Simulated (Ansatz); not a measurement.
Process, species as SMILES: ClCCl → C atom + 2 Cl atom + 2 H atom
B3LYP-D3(BJ)/def2-TZVP geometries, fixed; electronic energies without zero-point terms.
Largest species:
```
C
H 1 1.0832
H 1 1.0832 2 111.91
Cl 1 1.7804 2 108.02 3 118.77
Cl 1 1.7804 2 108.02 3 -118.77
```

Basis-set convergence of the atomisation energy at HF with Ansatz (a quantum-chemistry and plane-wave program). Cartesian d functions, on some or all atoms, in 6-31G**, 6-311G**; all else is spherical. Open shells are unrestricted. No added dispersion term, no relativity. Functions are those of the species that has most. Reference: the value in aug-pcseg-3, 262.92 kcal/mol, itself unsure by roughly 0.54 kcal/mol (its mean distance from aug-cc-pV(Q+d)Z, cc-pV(5+d)Z, def2-QZVPPD).

```
basis            functions  atomisation energy (kcal/mol)
---------------  ---------  -----------------------------
6-31G                   39                            [?]
6-31G**                 63                         260.22
cc-pV(D+d)Z             70                            [?]
6-311G**                84                            [?]
def2-SVPD               90                         262.48
6-311++G(2d,2p)        117                         261.07
def2-TZVP              117                         261.40
pcseg-2                126                            [?]
def2-TZVPD             147                         261.78
aug-pcseg-2            192                         263.13
cc-pV(Q+d)Z            243                         262.25
def2-QZVPP             257                         262.29
aug-pcseg-3            361                         262.92
```

Question: Complete the blanks.

Answer: 
- 6-31G, atomisation energy (kcal/mol): 225.47
- cc-pV(D+d)Z, atomisation energy (kcal/mol): 255.61
- 6-311G**, atomisation energy (kcal/mol): 258.48
- pcseg-2, atomisation energy (kcal/mol): 262.39
